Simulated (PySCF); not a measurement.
Consider `[SiH3]` (SiH3•, doublet). Optimised structure (Å), atoms numbered from 1:
```
Si    0.0000    0.0035    0.3232
H    -0.5614    1.3090   -0.1369
H     1.4232   -0.1588   -0.1003
H    -0.8407   -1.1440   -0.1324
```

Energies: ωB97X-D3(BJ)/ma-def2-TZVP (PySCF, density fitting, integration grid level 2) on PBE0-D3(BJ)/ma-def2-SVP structures. ωB97X-D3(BJ) is ωB97X-V with D3(BJ) in place of VV10. Thermal corrections: PBE0-D3(BJ)/ma-def2-SVP frequencies, unscaled, ideal gas at 298.15 K and 1 bar, quasi-RRHO entropy.

What are the vertical and the adiabatic ionisation energy for forming the singlet cation?

8.82 eV vertical and 8.11 eV adiabatic, the latter with zero-point energy.

What oxidation potential follows in water (IEF-PCM), given that Fc+/Fc comes at 4.52 V absolute with this functional and basis?

In the gas phase ΔG of oxidation is 8.149 eV, and solvation is -0.5 kJ/mol for the parent and -275.1 kJ/mol for the product, so the absolute potential is 5.30 V, or 0.79 V against Fc+/Fc. Fc+/Fc in water, 4.52 V, is ωB97X-D3(BJ)/ma-def2-TZVP on PBE0-D3(BJ)/def2-SVP structures with GFN2-xTB thermal terms. Benchmark calculations put it near 5.0 V in acetonitrile and DMSO, so it is about 0.5 V low, and the value against it can read up to that much too high. The solvent is electrostatics only, on gas-phase structures; the absolute scale refers to an electron at rest in vacuum.

Differences come from unrounded values, so a last digit can differ from that of the printed terms.
